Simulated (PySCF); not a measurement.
# SF5+: a look at the electrons, part 2 of 3

For SF5+, the scripts below compute its lowest excited states, see where an electron leaves and enters, localise its valence orbitals and analyse its density (charges, bond critical points, surface potential).

PySCF 2.14.0; Gaussian basis, gas phase. Earlier steps stand in the parts before.

**4. Removing and adding an electron (B3LYP/def2-svpd)**

The input, input.py:

```python
import numpy as np
from pyscf import gto, scf, dft
from pyscf.scf import atom_ks, atom_hf
from scipy.linalg import block_diag

def solve(mol, dm0=None, hcore=None):
    mf = (dft.UKS if mol.spin else dft.RKS)(mol, xc='b3lyp')
    mf.grids.level = 3
    mf = mf.density_fit(auxbasis='def2-universal-jkfit')
    mf.conv_tol, mf.max_cycle = 1e-8, 80
    if hcore is not None:
        mf.get_hcore = lambda *args: hcore
    mf.kernel(dm0)
    if not mf.converged:
        mf = mf.newton().run(mf.mo_coeff, mf.mo_occ, max_cycle=30)
    assert mf.converged, 'SCF not converged'
    return mf

mol = gto.M(atom='''
F      1.54942     0.00056     0.00074
S      0.00008    -0.00006     0.00003
F      0.00092    -1.49373    -0.40205
F      0.00012     1.09516    -1.09249
F     -0.00132     0.39869     1.49461
F     -1.54929    -0.00058    -0.00086
''', basis='def2-svpd', charge=1, spin=0, verbose=4)
mf = solve(mol)
out = dict(e0=mf.e_tot, dm0=mf.make_rdm1(), c=mf.mo_coeff, occ=mf.mo_occ, eps=mf.mo_energy)
for name, dq, spin in [('cation', 1, 1), ('anion', -1, 1)]:
    ion = mol.copy().set(charge=mol.charge + dq, spin=spin).build()
    mi = solve(ion)
    if spin and dq > 0 and mol.nao < 130:
        c, _, stable, _ = mi.stability(return_status=True)
        if not stable:
            mi = solve(ion, mi.make_rdm1(c, mi.mo_occ))
    print(name, 'vertical energy change / eV', (mi.e_tot - mf.e_tot) * 27.211386)
    out.update({'e_' + name: mi.e_tot, 'dm_' + name: mi.make_rdm1(), 's2_' + name: mi.spin_square()[0], 'eps_' + name: mi.mo_energy, 'occ_' + name: mi.mo_occ})
# spherically averaged free atoms, for the promolecule
atm = atom_ks.get_atm_nrks(mol, xc='b3lyp')
pro = block_diag(*[(atm[a[0]][2] * atm[a[0]][3]) @ atm[a[0]][2].T for a in mol._atom])
np.savez('result.npz', pro=pro, **out)
```

Started as:

```bash
$ OMP_NUM_THREADS=1 python input.py
```

Standard output:

```text
[ENV] PYSCF_TMPDIR <dir>
[ENV] PYSCF_MAX_MEMORY 1650
[INPUT] verbose = 4
[INPUT] num. atoms = 6
[INPUT] num. electrons = 60
[INPUT] charge = 1
[INPUT] spin (= nelec alpha-beta = 2S) = 0
[INPUT] symmetry False subgroup None
[INPUT] Mole.unit = angstrom
[INPUT] Symbol           X                Y                Z      unit          X                Y                Z       unit  Magmom
[INPUT]  1 F      1.549420000000   0.000560000000   0.000740000000 AA    2.927979451924   0.001058246630   0.001398397332 Bohr   0.0
[INPUT]  2 S      0.000080000000  -0.000060000000   0.000030000000 AA    0.000151178090  -0.000113383567   0.000056691784 Bohr   0.0
[INPUT]  3 F      0.000920000000  -1.493730000000  -0.402050000000 AA    0.001738548035  -2.822740604047  -0.759764388381 Bohr   0.0
[INPUT]  4 F      0.000120000000   1.095160000000  -1.092490000000 AA    0.000226767135   2.069552462579  -2.064506893826 Bohr   0.0
[INPUT]  5 F     -0.001320000000   0.398690000000   1.494610000000 AA   -0.002494438484   0.753414908603   2.824403563036 Bohr   0.0
[INPUT]  6 F     -1.549290000000  -0.000580000000  -0.000860000000 AA   -2.927733787527  -0.001096041152  -0.001625164467 Bohr   0.0

nuclear repulsion = 425.442875324479
number of shells = 56
number of NR pGTOs = 210
number of NR cGTOs = 142
basis = def2-svpd
ecp = {}

******** <class 'pyscf.df.df_jk.DFRKS'> ********
method = DFRKS
initial guess = minao
damping factor = 0
level_shift factor = 0
DIIS = <class 'pyscf.scf.diis.CDIIS'>
diis_start_cycle = 1
diis_space = 8
diis_damp = 0
SCF conv_tol = 1e-08
SCF conv_tol_grad = None
SCF max_cycles = 80
direct_scf = False
XC library pyscf.dft.libxc version 7.0.0
    S. Lehtola, C. Steigemann, M. J.T. Oliveira, and M. A.L. Marques.,  SoftwareX 7, 1–5 (2018)
XC functionals = b3lyp
    P. J. Stephens, F. J. Devlin, C. F. Chabalowski, and M. J. Frisch.,  J. Phys. Chem. 98, 11623 (1994)
radial grids:
    Treutler-Ahlrichs [JCP 102, 346 (1995); DOI:10.1063/1.469408] (M4) radial grids

becke partition: Becke, JCP 88, 2547 (1988); DOI:10.1063/1.454033
pruning grids: <function nwchem_prune at 0x737c7638f600>
grids dens level: 3
symmetrized grids: False
atomic radii adjust function: <function treutler_atomic_radii_adjust at 0x737c7638fba0>
small_rho_cutoff = 0
Set gradient conv threshold to 0.0001
Initial guess from minao.
tot grids = 90192
******** <class 'pyscf.df.df.DF'> ********
auxbasis = def2-universal-jkfit
init E= -898.295321452805
[... the frontier-level lines of each cycle are left out ...]
cycle= 1 E= -896.091143894191  delta_E=  2.2  |g|= 1.27  |ddm|= 3.01
cycle= 2 E= -895.573602236434  delta_E= 0.518  |g|= 2.24  |ddm|= 3.04
cycle= 3 E= -896.406528131089  delta_E= -0.833  |g|= 0.114  |ddm|= 1.89
cycle= 4 E= -896.408391377051  delta_E= -0.00186  |g|= 0.042  |ddm|= 0.122
cycle= 5 E= -896.408601439691  delta_E= -0.00021  |g|= 0.0186  |ddm|= 0.0333
cycle= 6 E= -896.4086571064  delta_E= -5.57e-05  |g|= 0.0011  |ddm|= 0.0132
cycle= 7 E= -896.40865731689  delta_E= -2.1e-07  |g|= 0.000111  |ddm|= 0.000923
cycle= 8 E= -896.408657319135  delta_E= -2.25e-09  |g|= 2.83e-05  |ddm|= 0.000106
Extra cycle  E= -896.408657318868  delta_E= 2.67e-10  |g|= 4.95e-05  |ddm|= 5.16e-05
converged SCF energy = -896.408657318868

******** <class 'pyscf.df.df_jk.DFUKS'> ********
method = DFUKS
initial guess = minao
damping factor = 0
level_shift factor = 0
DIIS = <class 'pyscf.scf.diis.CDIIS'>
diis_start_cycle = 1
diis_space = 8
diis_damp = 0
SCF conv_tol = 1e-08
SCF conv_tol_grad = None
SCF max_cycles = 80
direct_scf = False
number electrons alpha = 30  beta = 29
XC library pyscf.dft.libxc version 7.0.0
    S. Lehtola, C. Steigemann, M. J.T. Oliveira, and M. A.L. Marques.,  SoftwareX 7, 1–5 (2018)
XC functionals = b3lyp
    P. J. Stephens, F. J. Devlin, C. F. Chabalowski, and M. J. Frisch.,  J. Phys. Chem. 98, 11623 (1994)
radial grids:
    Treutler-Ahlrichs [JCP 102, 346 (1995); DOI:10.1063/1.469408] (M4) radial grids

becke partition: Becke, JCP 88, 2547 (1988); DOI:10.1063/1.454033
pruning grids: <function nwchem_prune at 0x737c7638f600>
grids dens level: 3
symmetrized grids: False
atomic radii adjust function: <function treutler_atomic_radii_adjust at 0x737c7638fba0>
small_rho_cutoff = 0
Set gradient conv threshold to 0.0001
tot grids = 90192
******** <class 'pyscf.df.df.DF'> ********
auxbasis = def2-universal-jkfit
init E= -898.295321452805



cycle= 1 E= -895.2200412502  delta_E= 3.08  |g|= 0.896  |ddm|= 2.19
cycle= 2 E= -894.462775024098  delta_E= 0.757  |g|= 1.77  |ddm|= 2.38
cycle= 3 E= -895.43817095641  delta_E= -0.975  |g|= 0.607  |ddm|= 1.68
cycle= 4 E= -895.564190871362  delta_E= -0.126  |g|= 0.159  |ddm|= 0.562
cycle= 5 E= -895.560609084523  delta_E= 0.00358  |g|= 0.182  |ddm|= 0.249
cycle= 6 E= -895.571541583289  delta_E= -0.0109  |g|= 0.0624  |ddm|= 0.183
cycle= 7 E= -895.572826450986  delta_E= -0.00128  |g|= 0.0219  |ddm|= 0.0626
cycle= 8 E= -895.572985363494  delta_E= -0.000159  |g|= 0.00494  |ddm|= 0.0161
cycle= 9 E= -895.573014489847  delta_E= -2.91e-05  |g|= 0.00478  |ddm|= 0.0146
...
cycle= 22 E= -895.573076309227  delta_E= -5.14e-09  |g|= 4.5e-05  |ddm|= 0.00203
Extra cycle  E= -895.57307630754  delta_E= 1.69e-09  |g|= 9.32e-05  |ddm|= 0.000112
converged SCF energy = -895.57307630754  <S^2> = 0.75473398  2S+1 = 2.0047284
cation vertical energy change / eV 22.737317433517433

******** <class 'pyscf.df.df_jk.DFUKS'> ********
method = DFUKS
initial guess = minao
damping factor = 0
level_shift factor = 0
DIIS = <class 'pyscf.scf.diis.CDIIS'>
diis_start_cycle = 1
diis_space = 8
diis_damp = 0
SCF conv_tol = 1e-08
SCF conv_tol_grad = None
SCF max_cycles = 80
direct_scf = False
number electrons alpha = 31  beta = 30
XC library pyscf.dft.libxc version 7.0.0
    S. Lehtola, C. Steigemann, M. J.T. Oliveira, and M. A.L. Marques.,  SoftwareX 7, 1–5 (2018)
XC functionals = b3lyp
    P. J. Stephens, F. J. Devlin, C. F. Chabalowski, and M. J. Frisch.,  J. Phys. Chem. 98, 11623 (1994)
radial grids:
    Treutler-Ahlrichs [JCP 102, 346 (1995); DOI:10.1063/1.469408] (M4) radial grids

becke partition: Becke, JCP 88, 2547 (1988); DOI:10.1063/1.454033
pruning grids: <function nwchem_prune at 0x737c7638f600>
grids dens level: 3
symmetrized grids: False
atomic radii adjust function: <function treutler_atomic_radii_adjust at 0x737c7638fba0>
small_rho_cutoff = 0
Set gradient conv threshold to 0.0001
tot grids = 90192
******** <class 'pyscf.df.df.DF'> ********
auxbasis = def2-universal-jkfit
init E= -898.295321452805


cycle= 1 E= -896.46733921655  delta_E= 1.83  |g|= 0.788  |ddm|= 3.86
cycle= 2 E= -896.155353170127  delta_E= 0.312  |g|= 1.28  |ddm|= 2.22
cycle= 3 E= -896.687329147403  delta_E= -0.532  |g|= 0.0282  |ddm|=  1.1
cycle= 4 E= -896.687494170126  delta_E= -0.000165  |g|= 0.0214  |ddm|= 0.0588
cycle= 5 E= -896.687643307045  delta_E= -0.000149  |g|= 0.00651  |ddm|= 0.0607
cycle= 6 E= -896.687656458889  delta_E= -1.32e-05  |g|= 0.00199  |ddm|= 0.00905
cycle= 7 E= -896.687658235062  delta_E= -1.78e-06  |g|= 0.000145  |ddm|= 0.00586
cycle= 8 E= -896.687658252866  delta_E= -1.78e-08  |g|= 6.96e-05  |ddm|= 0.0004
cycle= 9 E= -896.687658253589  delta_E= -7.23e-10  |g|= 6.35e-05  |ddm|= 0.000189
Extra cycle  E= -896.687658249747  delta_E= 3.84e-09  |g|= 0.000125  |ddm|= 0.000236
converged SCF energy = -896.687658249747  <S^2> = 0.75190178  2S+1 = 2.0019009
anion vertical energy change / eV -7.59200202449446
Spherically averaged atomic KS for {'S', 'F'}

******** <class 'pyscf.scf.atom_ks.AtomSphAverageRKS'> ********
method = AtomSphAverageRKS
initial guess = vsap
damping factor = 0
level_shift factor = 0
diis_start_cycle = 1
diis_space = 12
SCF conv_tol = 1e-09
SCF conv_tol_grad = None
SCF max_cycles = 50
direct_scf = True
direct_scf_tol = 1e-13
XC library pyscf.dft.libxc version 7.0.0
    S. Lehtola, C. Steigemann, M. J.T. Oliveira, and M. A.L. Marques.,  SoftwareX 7, 1–5 (2018)
XC functionals = b3lyp
    P. J. Stephens, F. J. Devlin, C. F. Chabalowski, and M. J. Frisch.,  J. Phys. Chem. 98, 11623 (1994)
radial grids:
    Treutler-Ahlrichs [JCP 102, 346 (1995); DOI:10.1063/1.469408] (M4) radial grids

becke partition: Becke, JCP 88, 2547 (1988); DOI:10.1063/1.454033
pruning grids: <function nwchem_prune at 0x737c7638f600>
grids dens level: 3
symmetrized grids: False
atomic radii adjust function: <function treutler_atomic_radii_adjust at 0x737c7638fba0>
User specified grid scheme (100, 434)
small_rho_cutoff = 0
Set gradient conv threshold to 3.16228e-05
tot grids = 25232
init E= 325.881919185989
cycle= 1 E= 325.881655246295  delta_E= -0.000264  |g|=    0  |ddm|= 0.201
cycle= 2 E= 325.882953901125  delta_E= 0.0013  |g|=    0  |ddm|= 0.193
cycle= 3 E= 325.876123972355  delta_E= -0.00683  |g|=    0  |ddm|= 0.0966
cycle= 4 E= 325.876126331124  delta_E= 2.36e-06  |g|=    0  |ddm|= 0.00951
cycle= 5 E= 325.876110427568  delta_E= -1.59e-05  |g|=    0  |ddm|= 0.00474
cycle= 6 E= 325.876110431786  delta_E= 4.22e-09  |g|=    0  |ddm|= 0.000397
cycle= 7 E= 325.87611040381  delta_E= -2.8e-08  |g|=    0  |ddm|= 0.000216
cycle= 8 E= 325.876110403825  delta_E= 1.53e-11  |g|=    0  |ddm|= 1.95e-05
Extra cycle  E= 325.876110403838  delta_E= 1.24e-11  |g|=    0  |ddm|= 2.16e-05
Atomic HF for atom  F  converged. SCF energy = 325.876110403838

******** <class 'pyscf.scf.atom_ks.AtomSphAverageRKS'> ********
method = AtomSphAverageRKS
initial guess = vsap
damping factor = 0
level_shift factor = 0
diis_start_cycle = 1
diis_space = 12
SCF conv_tol = 1e-09
SCF conv_tol_grad = None
SCF max_cycles = 50
direct_scf = True
direct_scf_tol = 1e-13
XC library pyscf.dft.libxc version 7.0.0
    S. Lehtola, C. Steigemann, M. J.T. Oliveira, and M. A.L. Marques.,  SoftwareX 7, 1–5 (2018)
XC functionals = b3lyp
    P. J. Stephens, F. J. Devlin, C. F. Chabalowski, and M. J. Frisch.,  J. Phys. Chem. 98, 11623 (1994)
radial grids:
    Treutler-Ahlrichs [JCP 102, 346 (1995); DOI:10.1063/1.469408] (M4) radial grids

becke partition: Becke, JCP 88, 2547 (1988); DOI:10.1063/1.454033
pruning grids: <function nwchem_prune at 0x737c7638f600>
grids dens level: 3
symmetrized grids: False
atomic radii adjust function: <function treutler_atomic_radii_adjust at 0x737c7638fba0>
User specified grid scheme (100, 434)
small_rho_cutoff = 0
Set gradient conv threshold to 3.16228e-05
tot grids = 23744
init E= 27.5270813628783
cycle= 1 E= 27.5252747299426  delta_E= -0.00181  |g|=    0  |ddm|= 0.184
cycle= 2 E= 27.5249863633053  delta_E= -0.000288  |g|=    0  |ddm|= 0.107
cycle= 3 E= 27.5247582397291  delta_E= -0.000228  |g|=    0  |ddm|= 0.0527
cycle= 4 E= 27.5247503160792  delta_E= -7.92e-06  |g|=    0  |ddm|= 0.0175
cycle= 5 E= 27.5247439491595  delta_E= -6.37e-06  |g|=    0  |ddm|= 0.00874
cycle= 6 E= 27.5247437432069  delta_E= -2.06e-07  |g|=    0  |ddm|= 0.00282
cycle= 7 E= 27.5247435780279  delta_E= -1.65e-07  |g|=    0  |ddm|= 0.00141
cycle= 8 E= 27.5247435726812  delta_E= -5.35e-09  |g|=    0  |ddm|= 0.000454
cycle= 9 E= 27.524743568395  delta_E= -4.29e-09  |g|=    0  |ddm|= 0.000227
cycle= 10 E= 27.5247435682558  delta_E= -1.39e-10  |g|=    0  |ddm|= 7.31e-05
Extra cycle  E= 27.5247435681922  delta_E= -6.36e-11  |g|=    0  |ddm|= 4.96e-05
Atomic HF for atom  S  converged. SCF energy = 27.5247435681922
```

Run time: 65 s. Hardware: 1 thread of Intel Xeon Platinum 8259CL at 2.50GHz (Skylake/Cascade Lake), shared host; peak memory 0.65 GiB.

**5. Post-processing**

Fukui function at fixed geometry.

f⁺ (Hirshfeld-condensed), largest first: S2 (0.21), F3, F4 and F5 (0.17 each) and F1 and F6 (0.15 each); the vertical electron affinity is 7.59 eV. Orbital relaxation makes it negative in places (0.15 e in all).

```csv
atom,f⁺,charge
F1,+0.15,−0.01
S2,+0.21,+0.86
F3,+0.17,+0.05
F4,+0.17,+0.05
F5,+0.17,+0.05
F6,+0.15,−0.01
```

**6. Localised orbitals (PBE/def2-svp)**

The input, input.py:

```python
import numpy as np
from pyscf import gto, scf, dft, lo
from pyscf.data.elements import chemcore

def solve(mol, dm0=None, hcore=None):
    mf = (dft.UKS if mol.spin else dft.RKS)(mol, xc='pbe')
    mf.grids.level = 3
    mf = mf.density_fit(auxbasis='def2-universal-jkfit')
    mf.conv_tol, mf.max_cycle = 1e-8, 80
    if hcore is not None:
        mf.get_hcore = lambda *args: hcore
    mf.kernel(dm0)
    if not mf.converged:
        mf = mf.newton().run(mf.mo_coeff, mf.mo_occ, max_cycle=30)
    assert mf.converged, 'SCF not converged'
    return mf

mol = gto.M(atom='''
F      1.54942     0.00056     0.00074
S      0.00008    -0.00006     0.00003
F      0.00092    -1.49373    -0.40205
F      0.00012     1.09516    -1.09249
F     -0.00132     0.39869     1.49461
F     -1.54929    -0.00058    -0.00086
''', basis='def2-svp', charge=1, spin=0, verbose=4)
mf = solve(mol)
occ_all = mf.mo_coeff[:, mf.mo_occ > 0]
occ = occ_all[:, chemcore(mol):]
loc = lo.ibo.ibo(mol, occ, iaos=lo.iao.iao(mol, occ_all))
fock, s = mf.get_fock(), mf.get_ovlp()
ortho = lo.orth_ao(mol, 'meta_lowdin')
ortho = lo.vec_lowdin(lo.iao.iao(mol, occ_all), s)
labels = lo.iao.reference_mol(mol).ao_labels(fmt=None)
vir = lo.vvo.livvo(mol, occ_all, mf.mo_coeff[:, mf.mo_occ == 0])
both = np.hstack([loc, vir])
p = (ortho.T @ s @ both) ** 2
pop = np.array([p[[l[0] == a for l in labels]].sum(0) for a in range(mol.natm)])
spd = np.array([[p[[l[0] == a and l[2][-1] == k for l in labels]].sum(0) for k in 'spd'] for a in range(mol.natm)])
eps = np.einsum('pi,pq,qi->i', both, fock, both)
for i in np.argsort(eps):
    top = np.argsort(-pop[:, i])[:3]
    print('%3d %s %9.4f Eh ' % (i + 1, 'occ' if i < loc.shape[1] else 'vir', eps[i]), '  '.join('%s%d %.3f' % (mol.atom_symbol(a), a + 1, pop[a, i]) for a in top))
np.savez('result.npz', c=both, nocc=loc.shape[1], pop=pop, spd=spd, eps=eps, e=mf.e_tot)
```

Started as:

```bash
$ OMP_NUM_THREADS=1 python input.py
```

Standard output:

```text
[ENV] PYSCF_TMPDIR <dir>
[ENV] PYSCF_MAX_MEMORY 1650
[INPUT] verbose = 4
[INPUT] num. atoms = 6
[INPUT] num. electrons = 60
[INPUT] charge = 1
[INPUT] spin (= nelec alpha-beta = 2S) = 0
[INPUT] symmetry False subgroup None
[INPUT] Mole.unit = angstrom
[INPUT] Symbol           X                Y                Z      unit          X                Y                Z       unit  Magmom
[INPUT]  1 F      1.549420000000   0.000560000000   0.000740000000 AA    2.927979451924   0.001058246630   0.001398397332 Bohr   0.0
[INPUT]  2 S      0.000080000000  -0.000060000000   0.000030000000 AA    0.000151178090  -0.000113383567   0.000056691784 Bohr   0.0
[INPUT]  3 F      0.000920000000  -1.493730000000  -0.402050000000 AA    0.001738548035  -2.822740604047  -0.759764388381 Bohr   0.0
[INPUT]  4 F      0.000120000000   1.095160000000  -1.092490000000 AA    0.000226767135   2.069552462579  -2.064506893826 Bohr   0.0
[INPUT]  5 F     -0.001320000000   0.398690000000   1.494610000000 AA   -0.002494438484   0.753414908603   2.824403563036 Bohr   0.0
[INPUT]  6 F     -1.549290000000  -0.000580000000  -0.000860000000 AA   -2.927733787527  -0.001096041152  -0.001625164467 Bohr   0.0

nuclear repulsion = 425.442875324479
number of shells = 38
number of NR pGTOs = 156
number of NR cGTOs = 88
basis = def2-svp
ecp = {}

******** <class 'pyscf.df.df_jk.DFRKS'> ********
method = DFRKS
initial guess = minao
damping factor = 0
level_shift factor = 0
DIIS = <class 'pyscf.scf.diis.CDIIS'>
diis_start_cycle = 1
diis_space = 8
diis_damp = 0
SCF conv_tol = 1e-08
SCF conv_tol_grad = None
SCF max_cycles = 80
direct_scf = False
XC library pyscf.dft.libxc version 7.0.0
    S. Lehtola, C. Steigemann, M. J.T. Oliveira, and M. A.L. Marques.,  SoftwareX 7, 1–5 (2018)
XC functionals = pbe
    J. P. Perdew, K. Burke, and M. Ernzerhof.,  Phys. Rev. Lett. 77, 3865 (1996)
    J. P. Perdew, K. Burke, and M. Ernzerhof.,  Phys. Rev. Lett. 78, 1396 (1997)
    J. P. Perdew, K. Burke, and M. Ernzerhof.,  Phys. Rev. Lett. 77, 3865 (1996)
    J. P. Perdew, K. Burke, and M. Ernzerhof.,  Phys. Rev. Lett. 78, 1396 (1997)
radial grids:
    Treutler-Ahlrichs [JCP 102, 346 (1995); DOI:10.1063/1.469408] (M4) radial grids

becke partition: Becke, JCP 88, 2547 (1988); DOI:10.1063/1.454033
pruning grids: <function nwchem_prune at 0x736e9073b600>
grids dens level: 3
symmetrized grids: False
atomic radii adjust function: <function treutler_atomic_radii_adjust at 0x736e9073bba0>
small_rho_cutoff = 0
Set gradient conv threshold to 0.0001
[... 1 set-up line as earlier in the session ...]
tot grids = 90192
init E= -897.539441171809
  HOMO = -0.431674168769778  LUMO = -0.0904296862212597  gap/eV = 9.28574
cycle= 1 E= -895.409890220495  delta_E= 2.13  |g|= 1.34  |ddm|= 3.05
  HOMO = -0.602657495819583  LUMO = -0.466725305426968  gap/eV = 3.69890
cycle= 2 E= -894.230634146636  delta_E= 1.18  |g|=    3  |ddm|= 3.33
  HOMO = -0.655448335595632  LUMO = -0.418800225972663  gap/eV = 6.43952
cycle= 3 E= -895.752693124853  delta_E= -1.52  |g|= 0.117  |ddm|= 2.22
  HOMO = -0.638661448654876  LUMO = -0.406706296328487  gap/eV = 6.31182
cycle= 4 E= -895.747954940367  delta_E= 0.00474  |g|= 0.206  |ddm|= 0.223
  HOMO = -0.64409276766338  LUMO = -0.406814119939193  gap/eV = 6.45668
cycle= 5 E= -895.755019684637  delta_E= -0.00706  |g|= 0.0192  |ddm|= 0.145
  HOMO = -0.646178287005  LUMO = -0.409371188720111  gap/eV = 6.44385
cycle= 6 E= -895.755073337919  delta_E= -5.37e-05  |g|= 0.00242  |ddm|= 0.0124
  HOMO = -0.646115095782164  LUMO = -0.409127681821297  gap/eV = 6.44876
cycle= 7 E= -895.755074520958  delta_E= -1.18e-06  |g|= 0.000216  |ddm|= 0.00229
  HOMO = -0.6461294660415  LUMO = -0.409135273552141  gap/eV = 6.44894
cycle= 8 E= -895.755074522325  delta_E= -1.37e-09  |g|= 0.000192  |ddm|= 0.000246
  HOMO = -0.646125369203154  LUMO = -0.409136044106668  gap/eV = 6.44881
cycle= 9 E= -895.755074528591  delta_E= -6.27e-09  |g|= 2.14e-05  |ddm|= 0.00014
  HOMO = -0.646126692931344  LUMO = -0.4091345600065  gap/eV = 6.44888
Extra cycle  E= -895.755074528321  delta_E= 2.69e-10  |g|= 4.52e-05  |ddm|= 4.79e-05
converged SCF energy = -895.755074528321
 Iterative localization: IB/P4/2x2, 11 iter; Final gradient 1.21e-09

WARNING: Iterative localization failed to converge!
         IB/P4/2x2, 200 iter; Final gradient 8.41e-07
  2 occ   -1.1898 Eh  F3 0.995  S2 0.003  F4 0.001
  1 occ   -1.1898 Eh  F5 0.995  S2 0.003  F4 0.001
  3 occ   -1.1898 Eh  F4 0.995  S2 0.003  F5 0.001
  7 occ   -1.1623 Eh  F3 0.692  S2 0.297  F1 0.004
  6 occ   -1.1622 Eh  F5 0.692  S2 0.297  F1 0.004
  8 occ   -1.1621 Eh  F4 0.692  S2 0.297  F1 0.004
  4 occ   -1.1524 Eh  F1 0.994  S2 0.004  F6 0.001
  5 occ   -1.1523 Eh  F6 0.994  S2 0.004  F1 0.001
 14 occ   -1.1328 Eh  F1 0.709  S2 0.275  F4 0.005
  9 occ   -1.1327 Eh  F6 0.709  S2 0.275  F4 0.005
 15 occ   -0.7383 Eh  F3 0.937  S2 0.051  F5 0.006
 12 occ   -0.7383 Eh  F5 0.937  S2 0.051  F3 0.006
 13 occ   -0.7382 Eh  F4 0.937  S2 0.051  F3 0.006
 10 occ   -0.7161 Eh  F3 0.981  S2 0.015  F6 0.002
 16 occ   -0.7161 Eh  F5 0.981  S2 0.015  F1 0.002
 11 occ   -0.7160 Eh  F4 0.981  S2 0.015  F1 0.002
 19 occ   -0.6961 Eh  F1 0.967  S2 0.026  F5 0.004
 20 occ   -0.6961 Eh  F1 0.967  S2 0.026  F3 0.004
 18 occ   -0.6961 Eh  F6 0.967  S2 0.026  F4 0.004
 17 occ   -0.6961 Eh  F6 0.967  S2 0.026  F5 0.004
 21 vir   -0.4004 Eh  S2 0.437  F3 0.124  F4 0.114
 22 vir   -0.2692 Eh  S2 0.600  F5 0.166  F3 0.103
 23 vir   -0.2692 Eh  S2 0.600  F4 0.159  F3 0.113
 24 vir   -0.1558 Eh  S2 0.608  F6 0.168  F1 0.168
```

Wall time 9.7 s (1 thread of Intel Xeon Platinum 8259CL at 2.50GHz (Skylake/Cascade Lake), shared host); peak memory 0.37 GiB.

**7. What the saved matrices give**

Intrinsic bond orbitals (IBO), occupied:

- lone pair on F3 (s-type) (F3 100 %; −32.4 eV)
- lone pair on F5 (s-type) (F5 100 %; −32.4 eV)
- lone pair on F4 (s-type) (F4 100 %; −32.4 eV)
- σ bond F3–S2 (F3 69 %, S2 30 %; −31.6 eV)
- σ bond F5–S2 (F5 69 %, S2 30 %; −31.6 eV)
- σ bond F4–S2 (F4 69 %, S2 30 %; −31.6 eV)
- lone pair on F1 (s-type) (F1 99 %; −31.4 eV)
- lone pair on F6 (s-type) (F6 99 %; −31.4 eV)
- σ bond F1–S2 (F1 71 %, S2 28 %; −30.8 eV)
- σ bond F6–S2 (F6 71 %, S2 28 %; −30.8 eV)
- lone pair on F3 (p-type) (F3 94 %, S2 5 %; −20.1 eV)
- lone pair on F5 (p-type) (F5 94 %, S2 5 %; −20.1 eV)
- lone pair on F4 (p-type) (F4 94 %, S2 5 %; −20.1 eV)
- lone pair on F3 (p-type) (F3 98 %; −19.5 eV)
- lone pair on F5 (p-type) (F5 98 %; −19.5 eV)
- lone pair on F4 (p-type) (F4 98 %; −19.5 eV)
- lone pair on F1 (p-type) (F1 97 %; −18.9 eV)
- lone pair on F1 (p-type) (F1 97 %; −18.9 eV)
- lone pair on F6 (p-type) (F6 97 %; −18.9 eV)
- lone pair on F6 (p-type) (F6 97 %; −18.9 eV)

(Continued in part 3 of 3.)
